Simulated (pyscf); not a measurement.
Structures and frequencies: ωB97X-D3(BJ)/def2-SVP in PySCF.

Question: Estimate by transition-state theory the rate constant of [H₃C–NH–Zr(NH)(NH₂)–NH₂]• + H₂ → H₃C–NH–Zr(NH₂)(NH₂)–NH₂ + H• (doublet surface; H–H broken, H–N formed) at 298 K, with ωB97M-D3(BJ)/def2-TZVP energies (ideal gas, 1 atm, RRHO with modes under 100 cm⁻¹ raised to 100, one conformer, R ln 2 for chiral ones without a mode under 150 cm⁻¹; no tunnelling).

Answer: The electronic barrier is 7.7 kcal/mol and the thermal terms add +7.0, so ΔG‡ = 14.7 kcal/mol. With k_BT/h = 6.21e+12 s⁻¹ and RT = 0.592 kcal/mol, and a volume of 4.06e-20 cm³ per molecule at 1 atm, k = 4.1e-18 cm³ molecule⁻¹ s⁻¹. Wigner's tunnelling factor for 1239i cm⁻¹ would be 2.49, likely too low at so high a frequency. A shift of 1 kcal/mol in the barrier changes k by a factor 5.4. [H₃C–NH–Zr(NH)(NH₂)–NH₂]• lies 9.7 kcal/mol over its isomer [H₃C–N–Zr(NH₂)(NH₂)–NH₂]• (electronic energy, ωB97M-D3(BJ)/def2-TZVP). This is the saddle that the search found; another between the same sides may lie lower. The angle at the transferred H is 167°. Open-shell species with a d-block atom are single-reference here; other states, and whether the spin sits on metal or ligand, were not checked. Elements past Kr carry the def2 core potentials, without spin-orbit coupling.
